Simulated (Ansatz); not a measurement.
Worked example: correlation energy of BSiNH, quartet

Geometry: a PBE0/def2-TZVP stationary point for this spin, not checked as a minimum. The doublet lies 3.0 eV lower here.

| atom | x (Å) | y (Å) | z (Å) |
| --- | --- | --- | --- |
| N | 0.0000 | -0.7598 | 0.6654 |
| B | 0.0000 | 0.4740 | 1.1778 |
| Si | 0.0000 | 0.1517 | -0.8595 |
| H | 0.0000 | 1.2476 | 2.0700 |

Basis cc-pVDZ; Ansatz 0.2.0. Correlated methods freeze the noble-gas cores, which leaves 13 electrons in 44 orbitals. Prefix R: restricted or restricted open-shell reference; prefix U: unrestricted.

Full CI isn't at hand for all of this; UCCSDT(Q) serves as the reference, and is uncertain by about the last step of the cluster series.

Runs differ by some tens of microhartree through their thresholds and, for an open shell, their frozen cores, so steps under 0.03 kcal/mol mean nothing.

```
    level  total energy (hartree)
      UHF             -368.518343
     UMP2             -368.802538
    UCCSD             -368.827026
 UCCSD(T)             -368.841506
   UCCSDT             -368.842683
UCCSDT(Q)             -368.844194
```

What is the correlation energy at UCCSDT(Q), and what share of it do UMP2 and UCCSDT recover?

E(corr) = -368.844194 − (-368.518343) = -0.325851 hartree = -8.867 eV. UMP2: -0.284195 / -0.325851 = 87.22 %. UCCSDT: -0.324340 / -0.325851 = 99.54 %.

By how many kcal/mol does UCCSD(T) miss UCCSDT(Q) (1 hartree = 627.509 kcal/mol), and which steps make up the rest?

-368.841506 − (-368.844194) = 0.002688 hartree = 1.69 kcal/mol. Steps: UCCSDT − UCCSD(T) = -0.74, UCCSDT(Q) − UCCSDT = -0.95 kcal/mol. Differences between like states or geometries often cancel part of this.
